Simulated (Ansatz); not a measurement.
**BNH2+ (quartet): the correlation ladder, def2-QZVPP**

An exercise on one series of results from a longer session: the logs are not shown, and one member is left open.

The runs use Ansatz 0.2.0, Gaussian basis; def2-QZVPP, core rule «outside noble gas», up to 2 orbitals frozen.

To be run: UHF; ROHF; CCSD(T) on UHF.

2 further runs of the same task are left out: 2 set aside as unsound or not needed.

## The system

The geometry is a PBE0/def2-TZVP stationary point (not a proven minimum) of the parent state, kept for this charge and spin.

4 atoms, charge 1, spin multiplicity 4.

Atoms are counted from 1 here; the program's logs count them from 0.

Bond lengths: B1–N2 1.367 Å, N2–H3 1.012 Å, N2–H4 1.012 Å. Angles: B1–N2–H3 123.8°, B1–N2–H4 123.8°, H3–N2–H4 112.4°.

Set-up of the first run:

Input file in.yaml:

```yaml
crystal:
  periodic: [false, false, false]
  atoms:
    - {symbol: B, position_ang: [0.000000, 0.000000, 0.858848]}
    - {symbol: N, position_ang: [0.000000, 0.000000, -0.508608]}
    - {symbol: H, position_ang: [0.000000, -0.840950, -1.072031]}
    - {symbol: H, position_ang: [0.000000, 0.840950, -1.072031]}
basis:
  gaussian: {orbitals: "def2-QZVPP.json"}
total_charge: 1
magnetization: {spin_polarized: true, initial_magnetization: 3}
hamiltonian: {xc: hf}
output: {orbitals: {seedname: orbitals}}
```

On the command line:

```
$ ansatz run in.yaml --threads 1 --pin off --events-out ev --progress --plain --max-ram 2393MiB
```

Steps of the session up to this table: UHF; ROHF; CCSD(T) on UHF.

One table of the session follows, with a row left open; its other results are not shown here.

It belongs to the step «Misses and costs». 

```
  method  from UCCSD(T) (kcal/mol)
    ROHF                   +153.66
     UHF                         ?
    UMP2                    +16.78
   UCCSD                     +4.32
UCCSD(T)                         0
```

Q: Estimate the row for UHF from the others.

**Answer.** from UCCSD(T) (kcal/mol): +151.11. In the column «from UCCSD(T) (kcal/mol)» it lies between UMP2 (+16.78) and ROHF (+153.66).
